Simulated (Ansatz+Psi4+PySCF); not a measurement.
**doublet CHO: levels of theory in one basis**

```xyz
3

C     0.0604    0.5857    0.0053
O     0.0596   -0.6028    0.0075
H    -0.8759    1.2216   -0.0016
```

Basis set: cc-pVTZ (spherical functions). Correlated methods keep 2 orbitals frozen. Correlation on ROHF uses semicanonical orbitals with singles. Charge 0, multiplicity 2.

Computed with Ansatz (development build ahead of 0.2.0) and Psi4 1.11; each method stands on the lowest determinant of its kind that the runs found.

```
      method  E − E(ROHF) (eV)  <S²> of the determinant
        ROHF              0.00                     0.75
         UHF             -0.15                     0.77
    ROHF-MP2            -10.25                        –
     UHF-MP2            -10.20                     0.77
   ROHF-CCSD            -10.38                        –
    UHF-CCSD            -10.38                     0.77
ROHF-CCSD(T)            -10.86                        –
 UHF-CCSD(T)            -10.85                     0.77
```
